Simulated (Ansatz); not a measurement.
# Sb: from a trial structure to a relaxed crystal

Level of theory: Ansatz, DFT PBEsol, scalar-relativistic, plane waves, PAW. Cutoff 420 eV, Γ-centred k mesh, Gaussian smearing, no spin polarisation in the final step.

The start puts Sb on the omega structure type (P6/mmm, No. 191), at a guessed volume.

```
Sb
1.0
     5.81209    0.00000    0.00000
    -2.90604    5.03342    0.00000
     0.00000    0.00000    3.56306
Sb
3
Direct
  0.00000 0.00000 0.00000
  0.33333 0.66667 0.50000
  0.66667 0.33333 0.50000
```

Cell and atoms relax at zero pressure; the relaxation can't lower the symmetry of the start. After a coarse first stage the cell is made exact in the group found at 0.06 Å.

Energies count from the standard state of Sb at the same level.

(1) Which crystal results?

(2) What are its volume, energy, density and gap?

Results:

(1) It keeps P6/mmm (No. 191). The result has the omega structure. Conventional cell: a = 5.348 Å, c = 3.175 Å. Sb on Wyckoff site a (1 atom of the primitive cell) has 2 Sb at 3.18 Å and 12 Sb at 3.47 Å; around Sb on Wyckoff site d (2 atoms of the primitive cell) lie 5 Sb at 3.09–3.18 Å and 6 Sb at 3.47 Å.

```
Sb
1.0
     5.34779    0.00000    0.00000
    -2.67389    4.63132    0.00000
     0.00000    0.00000    3.17520
Sb
3
Direct
  0.00000 0.00000 0.00000
  0.33333 0.66667 0.50000
  0.66667 0.33333 0.50000
```

(2) The volume per atom is 26.21 Å³ and the density is 7.71 g/cm³. The energy over the standard structure is 0.20 eV/atom and the gap on the 12×12×14 mesh is 0 eV (a metal).

The final run used a 12×12×14 mesh on its 3-atom cell and 0.10 eV smearing. The k mesh leaves about 4 meV/atom of noise in metals. Spin–orbit coupling is left out. A structure relaxed within its symmetry needn't be a true minimum. The steps took roughly 80 core-seconds in all.